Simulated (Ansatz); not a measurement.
**SbH⁺, quartet: stretch scan**

Starting geometry (PBE0/def2-TZVP stationary point for this spin):

```xyz
2

Sb    0.0000    0.0000    0.0000
H     0.0000    0.0000    1.8710
```

From there H2 moves along the line of the two atoms named below, all else staying in place; atoms are numbered as listed. Energies are in kJ/mol, counted from the starting geometry at the same level.

Basis def2-TZVPP with its core potentials; Ansatz 0.2.0. Only valence electrons are correlated (noble-gas cores and the filled d shells of p-block atoms frozen). Active spaces: valence = (5e, 5o) chosen from the atoms' valence shells. No spin–orbit coupling is included; scalar relativity enters through the core potentials alone.

Full CI is exact within this basis and frozen core; it isn't the basis-set limit.

| distance Sb1-H2 (Å) | CASSCF (valence space) |
| --- | --- |
| 1.507 | 43.8 |
| 1.716 | -0.5 |
| 1.871 | 0.0 |
| 2.094 | 14.1 |
| 2.252 | 24.6 |
| 2.589 | 41.4 |
| 2.988 | 53.9 |
| 3.421 | 61.3 |
| 4.044 | 65.5 |
| 5.157 | 67.1 |
| 6.374 | 67.4 |

Q: Estimate the full CI curve in def2-TZVPP from this one, knowing how CASSCF (valence space) errs.

A: The computed full CI values, in kJ/mol from the starting point, and the error of CASSCF (valence space) against them:
| distance Sb1-H2 (Å) | full CI | CASSCF (valence space) less full CI |
| --- | --- | --- |
| 1.507 | 50.1 | -6.3 |
| 1.716 | 1.9 | -2.4 |
| 1.871 | 0.0 | 0.0 |
| 2.094 | 13.3 | 0.8 |
| 2.252 | 25.1 | -0.5 |
| 2.589 | 47.2 | -5.8 |
| 2.988 | 65.1 | -11.3 |
| 3.421 | 75.8 | -14.5 |
| 4.044 | 81.6 | -16.1 |
| 5.157 | 83.7 | -16.6 |
| 6.374 | 84.0 | -16.6 |

CASSCF lacks dynamic correlation, of which the bound molecule has more, so its curve rises 16.6 kJ/mol too little out to 6.374 Å.
